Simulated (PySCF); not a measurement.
## Atomic charges against the basis set

Compound: P₃H₅.
Numbering: `[PH2:1][PH:2][PH2:3]` (hydrogens: H4, H5 on P1; H6 on P2; H7, H8 on P3)

PBE0 throughout (PySCF), one geometry, spherical d and f functions. One conformer (not necessarily the lowest) at the PBE0-D3(BJ)/def2-SVP geometry, without solvent, vibrations or thermal averaging. Atoms taken as equivalent share a column and are averaged.

Mulliken charges (e):

| basis | functions | P1/P3 | P2 | H4/H5/H7/H8 | H6 |
| --- | --- | --- | --- | --- | --- |
| STO-3G | 32 | +0.164 | +0.092 | -0.084 | -0.085 |
| 6-31G | 49 | 0.000 | -0.088 | +0.016 | +0.023 |
| 6-31G* | 64 | -0.082 | -0.093 | +0.051 | +0.051 |
| def2-SVP | 79 | -0.016 | -0.107 | +0.024 | +0.043 |
| 6-311+G(2d,p) | 135 | -0.261 | +0.140 | +0.081 | +0.059 |
| def2-TZVP | 141 | -0.173 | -0.099 | +0.089 | +0.088 |

IAO charges (e):

```
        basis  functions   P1/P3      P2  H4/H5/H7/H8      H6
       STO-3G         32  +0.104  +0.047       -0.051  -0.050
        6-31G         49  -0.029  -0.043       +0.019  +0.022
       6-31G*         64  +0.015  +0.001       -0.006  -0.008
     def2-SVP         79  +0.015  -0.002       -0.006  -0.006
6-311+G(2d,p)        135  +0.014  +0.007       -0.006  -0.010
    def2-TZVP        141  +0.015  +0.010       -0.007  -0.011
```

Hirshfeld charges (e):

```
        basis  functions   P1/P3      P2  H4/H5/H7/H8      H6
       STO-3G         32  +0.093  +0.061       -0.049  -0.052
        6-31G         49  +0.019  -0.009       -0.006  -0.006
       6-31G*         64  +0.017  -0.003       -0.006  -0.007
     def2-SVP         79  +0.030  +0.023       -0.016  -0.021
6-311+G(2d,p)        135  +0.029  +0.015       -0.014  -0.017
    def2-TZVP        141  +0.025  +0.016       -0.013  -0.015
```

Problem. Which scheme is steadiest as the basis changes?

Solution. Largest range over the bases for any column: Hirshfeld 0.08 e, IAO 0.13 e, Mulliken 0.42 e. Hirshfeld charges move least and Mulliken charges most, counted in e. Without the minimal STO-3G basis the ranges are Hirshfeld 0.03, IAO 0.05, Mulliken 0.26 e.

Problem. How much do the charges still move between the two largest bases, 6-311+G(2d,p) and def2-TZVP?

Solution. At most, over all atoms: Mulliken 0.239 e, IAO 0.003 e, Hirshfeld 0.004 e.

Problem. What do the same runs give for the total energy, the frontier levels and the dipole moment?

Solution. 
```csv
basis,energy (Eh),HOMO (eV),LUMO (eV),μ (D)
STO-3G,-1015.0869,-3.32,4.91,0.71
6-31G,-1026.4916,-6.57,-0.44,1.25
6-31G*,-1026.5942,-6.59,-0.37,0.89
def2-SVP,-1026.3407,-6.58,-0.06,0.81
"6-311+G(2d,p)",-1026.6943,-6.64,-0.64,0.69
def2-TZVP,-1026.6980,-6.61,-0.46,0.64
```

The dipole is fixed by the density alone, so its range of 0.61 D shows that the density itself changes with the basis, not only its division among atoms.
